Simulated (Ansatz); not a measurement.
# SiNH (quintet): wave-function methods side by side, def2-QZVPP

One table from this session's results is given with a row withheld; the runs are named, their logs left out.

Computed with Ansatz 0.2.0, Gaussian basis. Level: def2-QZVPP, core rule «outside noble gas», up to 6 orbitals frozen.

The runs, in order: UHF; ROHF; CCSD(T) on UHF.

5 further runs of the same task are left out: 2 that didn't finish, 3 set aside as unsound or not needed. Runs told in other sessions of the task aren't counted.

## The system

The geometry is a PBE0/def2-TZVP stationary point (not a proven minimum) of the parent state, kept for this charge and spin.

3 atoms, charge 0, spin multiplicity 5.

Atoms are counted from 1 here; the program's logs count them from 0.

Bond lengths: Si1–N2 1.651 Å, Si1–H3 1.520 Å. Angles: N2–Si1–H3 110.7°.

The first run:

Input file in.yaml:

```yaml
crystal:
  periodic: [false, false, false]
  atoms:
    - {symbol: Si, position_ang: [0.000000, -0.096456, 0.516159]}
    - {symbol: N, position_ang: [0.000000, 0.103488, -1.122923]}
    - {symbol: H, position_ang: [0.000000, 1.249554, 1.222147]}
basis:
  gaussian: {orbitals: "def2-QZVPP.json"}
magnetization: {spin_polarized: true, initial_magnetization: 4}
hamiltonian: {xc: hf}
output: {orbitals: {seedname: orbitals}}
```

Run with:

```console
$ ansatz run in.yaml --threads 1 --pin off --events-out ev --progress --plain --max-ram 2393MiB
```

Among the steps run: UHF; ROHF; CCSD(T) on UHF.

One table of the session follows, with a row left open; its other results are not shown here.

It belongs to the step «Misses and costs». 

| method | from UCCSD(T) (meV) |
| --- | --- |
| ROHF | +7046.4 |
| UHF | +6837.7 |
| UMP2 | ? |
| UCCSD | +240.4 |
| UCCSD(T) | 0 |

Estimate the missing values for UMP2.

As computed: from UCCSD(T) (meV): +1050.1. In the column «from UCCSD(T) (meV)» it lies between UCCSD (+240.4) and UHF (+6837.7).
